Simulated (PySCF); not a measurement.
Multinuclear NMR of methanimine

Numbering as in the mapped SMILES `[CH2:1]=[NH:2]`. Each H is labelled by its parent atom. Ha(C1) is cis to H(N2); Hb(C1) is trans to H(N2).

PySCF 2.14 calculation with spin–spin couplings from B3LYP/pcJ-1, shieldings: GIAO PBE0/pcSseg-1 and coordinates at the GFN2-xTB level; one conformer, no relativistic terms, in vacuum.

**Question.** What are the 15N shifts?

**Answer.** 
```json
{"atoms": "N2", "environment": "imine nitrogen", "σ (ppm)": "-128.4", "δ (ppm)": "-29.8"}
```

Shieldings were converted by a linear fit to measured shifts: 15N: δ = -148.07 − 0.921σ (rms 6.3 ppm, 71 shifts vs CH3NO2, solution or neat liquid). A few per cent of atoms miss by over 2 rms, more outside the fitted compound classes. Couplings are scaled by factors fitted to measured values: 2J(H,H) × 0.95 (rms 1.3 Hz); all others are unscaled and can be 10–30 % off.

Couplings (the largest are listed; each averaged over equivalent pairs): 1J(C1,N2) = -6.5 Hz, 2J(N2,Hb(C1)) = -13.5 Hz, 2J(N2,Ha(C1)) = 3.7 Hz. Signs are for 15N, whose magnetogyric ratio is negative.

On a 300 MHz spectrometer 15N resonates near 30.4 MHz, so 1 ppm is 30.4 Hz.
